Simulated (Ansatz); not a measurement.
This geometry of CH₃BCl (6 atoms, charge -1, multiplicity 1) is a first-order saddle point.

These are results of RKS r2SCAN-D4/def2-SVP (Ansatz 0.2.0), not measurements.

```xyz
6
Properties=species:S:1:pos:R:3
C -0.343 0.452 -0.837
B 0.531 0.060 0.287
Cl 0.098 -1.263 1.763
H -1.310 0.837 -0.435
H -0.641 -0.468 -1.395
H 1.665 0.382 0.617
```

(1) Which two structures does it join? (They come from a converged band through this point; their orientation in space is the band's.)

(2) How far does it lie above each of them?

## Answers

(1) No bond is made or broken. The dihedral H5–C1–B2–Cl3 goes from -180 to 0°. The two ends are copies of one structure, up to a mirror image or an exchange of like atoms.

Initial state:

```xyz
6
Properties=species:S:1:pos:R:3
C -0.468 0.076 -0.669
B 0.493 -0.089 0.397
Cl 0.002 0.068 2.222
H -1.534 0.300 -0.513
H -0.181 -0.017 -1.728
H 1.688 -0.338 0.291
```

Final state:

```xyz
6
Properties=species:S:1:pos:R:3
C -0.469 0.076 -0.669
B 0.494 -0.089 0.397
Cl 0.002 0.066 2.221
H -0.181 -0.015 -1.728
H -1.534 0.299 -0.511
H 1.688 -0.337 0.290
```

(2) 42.0 kcal/mol above the first and 42.0 kcal/mol above the second. This is the barrier of this one path; another mechanism may lie lower. Limits of this set-up: an anion without diffuse functions, the dipole of an ion depends on the origin.

Run time: 4.1 min on 1 thread of Intel(R) Xeon(R) Processor @ 2.50GHz (Skylake/Cascade Lake), with other jobs on the host, peak memory 0.12 GiB.
